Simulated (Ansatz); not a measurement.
System: rock-salt TiC. Method: PBE-D4 (Ansatz, a program for electronic structure, PAW).

Settings: plane-wave cutoff 500 eV, 16×16×16 k mesh, Fermi–Dirac smearing 0.05 eV, no spin polarisation, scalar-relativistic PAW data made under PBE.

Computed at the level's own relaxed cell.

Q: Predict the volume per atom and lattice parameter a.

A: 
volume per atom: 9.97 Å³/atom
lattice parameter a: 4.305 Å

Measured, for comparison: equilibrium volume per atom 10.15 Å³/atom, lattice constant a 4.33 Å (temperature not stated, not corrected to a static lattice; as tabulated in Zhang et al. (2018), doi:10.1088/1367-2630/aac7f0). Computed (rounded) less measured: equilibrium volume per atom -1.8 %, lattice constant a -0.6 %. A static lattice is as a rule a little smaller and stiffer than an uncorrected measurement, which narrows the difference in the equilibrium volume per atom, lattice constant a and would widen misses of the other sign.

Static lattice: no zero-point or thermal effects.

The result took roughly 14 core-seconds.
